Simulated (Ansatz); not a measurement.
**CH5Al (SMILES [H][Al]([H])[CH3]) at 6 levels**

Wanted: a comparison of 6 runs (HSE06/STO-3G, wB97X/STO-3G, RPA@PBE/STO-3G, UMP2/STO-3G, CCSDTQ/STO-3G, FCI/STO-3G) of CH5Al. 

The results are computed with Ansatz 0.2.0.

56 further runs of the same task are left out: 2 that didn't finish, 54 set aside as unsound or not needed.

### 1 The structure to begin with

The species is CH5Al (7 atoms), meant as a singlet with charge 0. As SMILES, `[H][Al]([H])[CH3]`. The H3–Al1 distance was set to 3.879 Å, away from the relaxed value. At this shape a bond of the SMILES string is far longer than usual.

Bond lengths: Al1–C4 1.985 Å, Al1–H2 1.551 Å, C4–H5 1.097 Å, C4–H6 1.098 Å, C4–H7 1.098 Å. Angles: Al1–C4–H5 113.2°, Al1–C4–H6 112.2°, Al1–C4–H7 112.2°, H2–Al1–C4 123.8°, H5–C4–H6 106.1°, H5–C4–H7 105.9°, H6–C4–H7 106.7°.

### 2 The energy at HSE06/STO-3G (run 1)

Contents of input.yaml:

```yaml
basis:
  gaussian: {orbitals: STO-3G}
crystal:
  periodic: [false, false, false]
  atoms:
    - {symbol: Al, position_ang: [1.566205, -1.158435, 0.042129]}
    - {symbol: H, position_ang: [3.113575, -1.053685, 0.084439]}
    - {symbol: H, position_ang: [-0.157080, 2.315610, -0.032820]}
    - {symbol: C, position_ang: [0.577165, -2.878955, 0.042219]}
    - {symbol: H, position_ang: [0.455355, -3.308255, -0.960131]}
    - {symbol: H, position_ang: [-0.435275, -2.774705, 0.453799]}
    - {symbol: H, position_ang: [1.083855, -3.648055, 0.640169]}
hamiltonian: {xc: {name: HSE06}}
accuracy: high
```

Launch:

```sh
ansatz run input.yaml --threads 1 --pin off --max-ram 2610MiB --events-out events.jsonl --progress --plain --runs-dir runs
```

The program printed:

```text
Warning: RAYON_NUM_THREADS=1 ignored (pool sized by the plan → 1); use --threads N
Functional definition: HSE06
  name "HSE06"
  parameter a = 0.25
  parameter omega = 0.11/bohr
  exchange = pbe_x - a*pbe_x_sr(omega) + a*exact_x_sr(omega)
  correlation = pbe_c
325 factors; integrals over basis functions are off by at most 9.0e-9 eV
70 factors; integrals over basis functions are off by at most 1.4e-9 eV
mean field evaluation 1: about -7603.5116 eV, gradient 2.1e1 eV
mean field evaluation 2: about -7594.4663 eV, gradient 2.5e1 eV
mean field evaluation 4: about -7601.5242 eV, gradient 2.5e1 eV
mean field evaluation 8: about -7609.6068 eV, gradient 1.1e1 eV
mean field evaluation 16: about -7610.4690 eV, gradient 8.4e-9 eV
mean field -7610.46900374 eV, -279.6795773262 hartree, gradient 8.4e-9 eV, S^2 0.000000; 0 other end points of the search recorded, 0 dependent functions left out
reference -7610.46900619 eV, -279.6795774161 hartree; 12, 12 occupied and 7, 7 virtual orbitals, 325 factors
Total energy: -7610.46900619 eV, -279.6795774161 hartree
```

It took 1.5 s on 1 thread of Arm Neoverse V2, shared host; peak memory 0.1 GiB.

### 3 A single-point energy at wB97X/STO-3G (run 2)

Contents of job.yaml:

```yaml
basis:
  gaussian:
    orbitals: STO-3G
crystal:
  periodic: [false, false, false]
  atoms:
    - symbol: Al
      position_ang: [1.566205, -1.158435, 0.042129]
    - symbol: H
      position_ang: [3.113575, -1.053685, 0.084439]
    - symbol: H
      position_ang: [-0.157080, 2.315610, -0.032820]
    - symbol: C
      position_ang: [0.577165, -2.878955, 0.042219]
    - symbol: H
      position_ang: [0.455355, -3.308255, -0.960131]
    - symbol: H
      position_ang: [-0.435275, -2.774705, 0.453799]
    - symbol: H
      position_ang: [1.083855, -3.648055, 0.640169]
total_charge: 0
hamiltonian:
  xc: {name: wB97X}
accuracy: high
```

Launch:

```sh
ansatz run job.yaml --threads 1 --pin off --max-ram 2610MiB --events-out events.jsonl --progress --plain --runs-dir runs
```

The program printed:

```text
Warning: RAYON_NUM_THREADS=1 ignored (pool sized by the plan → 1); use --threads N
Functional definition: wB97X
  name "wB97X"
  parameter omega = 0.3/bohr
  parameter cx = 0.157706
  parameter cx1 = 0.726479
  parameter cx2 = 1.04760
  parameter cx3 = -5.70635
  parameter cx4 = 13.2794
  parameter css1 = -4.33879
  parameter css2 = 18.2308
  parameter css3 = -31.7430
  parameter css4 = 17.2901
  parameter cos1 = 2.37031
  parameter cos2 = -11.3995
  parameter cos3 = 6.58405
  parameter cos4 = -3.78132
  exchange = spin_sum(e_x_unif_sr(omega)*poly(b97_u_x, 1 - cx, cx1, cx2, cx3, cx4)) + cx*exact_x_sr(omega)
      + exact_x_lr(omega)
  correlation = spin_sum(e_c_pw_same_spin*poly(b97_u_same, 1, css1, css2, css3, css4))
      + integral(e_c_pw_opposite_spin*poly(b97_u_opposite, 1, cos1, cos2, cos3, cos4))
325 factors; integrals over basis functions are off by at most 9.0e-9 eV
157 factors; integrals over basis functions are off by at most 1.1e-9 eV
mean field evaluation 1: about -7608.4896 eV, gradient 1.6e1 eV
mean field evaluation 2: about -7600.2308 eV, gradient 1.8e1 eV
mean field evaluation 4: about -7613.1358 eV, gradient 9.1e0 eV
mean field evaluation 8: about -7613.0884 eV, gradient 9.1e0 eV
mean field evaluation 16: about -7613.8315 eV, gradient 2.1e-8 eV
mean field -7613.83149140 eV, -279.8031464685 hartree, gradient 2.1e-8 eV, S^2 0.000000; 0 other end points of the search recorded, 0 dependent functions left out
reference -7613.83148915 eV, -279.8031463860 hartree; 12, 12 occupied and 7, 7 virtual orbitals, 325 factors
Total energy: -7613.83148915 eV, -279.8031463860 hartree
```

It took 5.4 s on 1 thread of Arm Neoverse V2, shared host; peak memory 0.27 GiB.

Run 3 isn't shown in full; the table further down has it.

### 4 The energy at UMP2/STO-3G (run 4)

Contents of in.yaml:

```yaml
crystal:
  periodic: [false, false, false]
  atoms:
    - symbol: Al
      position_ang: [1.566205, -1.158435, 0.042129]
    - symbol: H
      position_ang: [3.113575, -1.053685, 0.084439]
    - symbol: H
      position_ang: [-0.157080, 2.315610, -0.032820]
    - symbol: C
      position_ang: [0.577165, -2.878955, 0.042219]
    - symbol: H
      position_ang: [0.455355, -3.308255, -0.960131]
    - symbol: H
      position_ang: [-0.435275, -2.774705, 0.453799]
    - symbol: H
      position_ang: [1.083855, -3.648055, 0.640169]
basis:
  gaussian:
    orbitals: STO-3G
total_charge: 0
magnetization:
  spin_polarized: true
  initial_magnetization: 0
correlation:
  method: mp2
  frozen_orbitals: {Al: 5, C: 1, H: 0}
accuracy: high
```

Launch:

```sh
ansatz run in.yaml --threads 1 --pin off --max-ram 2610MiB --events-out events.jsonl --progress --plain --runs-dir runs
```

The program printed:

```text
Warning: RAYON_NUM_THREADS=1 ignored (pool sized by the plan → 1); use --threads N
Functional definition: HF
  name "HF"
  exchange = exact_x
  correlation = 0
325 factors; integrals over basis functions are off by at most 9.0e-9 eV
mean field evaluation 1: about -7587.2261 eV, gradient 9.9e0 eV
mean field evaluation 2: about -7587.2571 eV, gradient 9.9e0 eV
mean field evaluation 4: about -7588.2765 eV, gradient 6.2e0 eV
mean field evaluation 8: about -7589.7477 eV, gradient 5.6e0 eV
mean field evaluation 16: about -7595.8435 eV, gradient 1.6e0 eV
mean field evaluation 32: about -7595.8817 eV, gradient 3.7e-7 eV
mean field evaluation 64: about -7590.8124 eV, gradient 1.7e-5 eV
mean field -7595.88165508 eV, -279.1435021508 hartree, gradient 4.6e-8 eV, S^2 1.002174; 6 other end points of the search recorded, 0 dependent functions left out
6 core orbitals not correlated: weight in the atoms' cores, before any rotation towards them, 0.999 or more for the frozen orbitals, at most 0.000 for the correlated occupied ones
reference -7595.88165508 eV, -279.1435021508 hartree; 6, 6 occupied and 7, 7 virtual orbitals, 325 factors
second order -1.99617464 eV of doubles, -0.00000000 eV of singles
Total energy: -7597.87782972 eV, -279.2168602158 hartree
```

Run time: 0.16 s. Hardware: 1 thread of Arm Neoverse V2, shared host.

Run 5 isn't shown in full; the table further down has it.

### 5 A single-point energy at FCI/STO-3G (run 6)

input.yaml, as its differences from that of step 2:

```diff
@@ -1,3 +1 @@
-basis:
-  gaussian: {orbitals: STO-3G}
 crystal:
@@ -12,3 +10,8 @@
     - {symbol: H, position_ang: [1.083855, -3.648055, 0.640169]}
-hamiltonian: {xc: {name: HSE06}}
+basis:
+  gaussian:
+    orbitals: STO-3G
+correlation:
+  method: fci
+  frozen_orbitals: {Al: 5, C: 1, H: 0}
 accuracy: high
```

Launch:

```sh
ansatz run input.yaml --threads 1 --pin off --max-ram 2610MiB --events-out events.jsonl --progress --plain --runs-dir runs
```

The program printed:

```text
Warning: RAYON_NUM_THREADS=1 ignored (pool sized by the plan → 1); use --threads N
Functional definition: HF
  name "HF"
  exchange = exact_x
  correlation = 0
325 factors; integrals over basis functions are off by at most 9.0e-9 eV
mean field evaluation 1: about -7587.2261 eV, gradient 1.4e1 eV
mean field evaluation 2: about -7587.2571 eV, gradient 1.4e1 eV
mean field evaluation 4: about -7588.2765 eV, gradient 8.8e0 eV
mean field evaluation 8: about -7589.7477 eV, gradient 7.9e0 eV
mean field evaluation 16: about -7590.8124 eV, gradient 7.2e-6 eV
mean field -7590.81235611 eV, -278.9572088497 hartree, gradient 3.5e-8 eV, S^2 0.000000; 0 other end points of the search recorded, 0 dependent functions left out; unrestricted orbitals would lower it
unrestricted determinant -7595.88165508 eV, -279.1435021507 hartree, S^2 1.0022
6 core orbitals not correlated: weight in the atoms' cores, before any rotation towards them, 0.999 or more for the frozen orbitals, at most 0.000 for the correlated occupied ones
reference -7590.81235611 eV, -278.9572088497 hartree; 6, 6 occupied and 7, 7 virtual orbitals, 325 factors
state -7598.68448269 eV, -279.2465041656 hartree
Total energy: -7598.68448269 eV, -279.2465041656 hartree
```

Run time: 14 s. Hardware: 1 thread of Arm Neoverse V2, shared host; peak memory 0.28 GiB.

### 6 The series

```csv
run,level,frozen core orbitals,energy (Eh),wall time
1,HSE06/STO-3G,–,-279.679577,1.5 s
2,wB97X/STO-3G,–,-279.803146,5.4 s
3,RPA@PBE/STO-3G,6,-279.281113,1.8 s
4,UMP2/STO-3G,6,-279.216860,0.16 s
5,CCSDTQ/STO-3G,6,-279.246495,4.8 s
6,FCI/STO-3G,6,-279.246504,14 s
```

### 7 Summary of results

| quantity | value |
| --- | --- |
| run 6: total energy | -279.24650 Eh |
| run 6: correlation energy (6 core orbitals frozen) | -289.3 mEh |

**Reading.** Against full CI in this basis: UMP2 +29.6 mEh; CCSDTQ +0.0 mEh. Totals of different functionals can't be ranked against each other. In runs 3, 5 the log says that unrestricted orbitals would lower the reference, so the values rest on an unstable closed-shell determinant (other closed-shell runs at this shape may share the fault). In runs 1, 2, 3, 4, 5, 6 the basis is minimal, so the values are rough. Spin contamination of the reference: run 4 ⟨S²⟩ = 1.00. Where it is this large, the reference is a mixture of spin states, and values that rest on it are in doubt. All runs together took 27 s, the longest 14 s.
